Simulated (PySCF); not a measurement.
# NMR data sheet: C4H9F

```yaml
Formula: C4H9F
SMILES: CC(C)(C)F
InChI: InChI=1S/C4H9F/c1-4(2,3)5/h1-3H3
Point_group_of_the_computed_structure: C3v
Degrees_of_unsaturation: 0
Carbon_signals: 2
Proton_signals: 1
```

Numbering as in the mapped SMILES `[CH3:1][C:2]([CH3:3])([CH3:4])[F:5]`. Hydrogens are named by the atom that carries them.

- NMR shieldings at PBE0/pcSseg-1/GIAO
- B3LYP/pcJ-1 coupling constants (spin–dipole term only in couplings to heteroatoms)
- geometry: GFN2-xTB
- run in PySCF 2.14
- gas phase, no relativistic terms, one averaged value for each set of equivalent atoms, one conformer

Chemical shifts δ = σref − σ; TMS for ¹H (31.72 ppm) and ¹³C (186.93 ppm); CFCl3 for ¹⁹F (170.95 ppm), all at this level.

| carbon | δC, type | δH (multiplicity, J in Hz) | HMBC from (abs. J ≥ 3 Hz) | span of the C tensor (ppm) |
| --- | --- | --- | --- | --- |
| C1/C3/C4 | 30.5, CH3 | 1.36 (d, 18.9) | H(C1)/H(C3)/H(C4) | 45 |
| C2 | 94.1, C | – | H(C1)/H(C3)/H(C4) | 87 |

Other nuclei:
| atoms | nucleus | environment | δ (ppm) | σ (ppm) |
| --- | --- | --- | --- | --- |
| F5 | ¹⁹F | fluorine on an sp3 carbon | -173.6 | 344.6 |

Selected couplings (Hz, signed; the shortest-range and largest first, 30 at most; isotopes ¹³C, ¹⁹F, ¹H): ¹J(C2,F5) -220.6, ¹J(C1,H(C1)) 132.7, ¹J(C1,C2) 39.9, ²J(C1,F5) 23.9, ³J(F5,H(C1)) 18.9.

- Carbon types of the structure: 1 × C, 3 × CH3, which accounts for all hydrogens.
- δC 94.1: fully substituted sp3 carbon bonded to F; deshielded by the electronegative neighbour.
- δC 30.5: methyl carbon; a saturated carbon with 1 carbon neighbour and no heteroatom attached.
- δH 1.36: hydrogen on a methyl carbon.

Common functionals overestimate the size of one-bond C–F couplings by tens of Hz; these are unscaled. Splittings below 1 Hz are ignored in the labels, and close J values are merged. Shifts are as computed. Against solution values, carbons near 30 ppm lie about +3 ppm off and those near 130 ppm about +5 ppm. Of 1211 compounds with measured shifts, 218 miss one by over three times the rms of a fit or turn the order of signals round; such compounds aren't used in these exercises. Unscaled 19F shifts against computed CFCl3 carry errors that often reach 10 to 50 ppm.
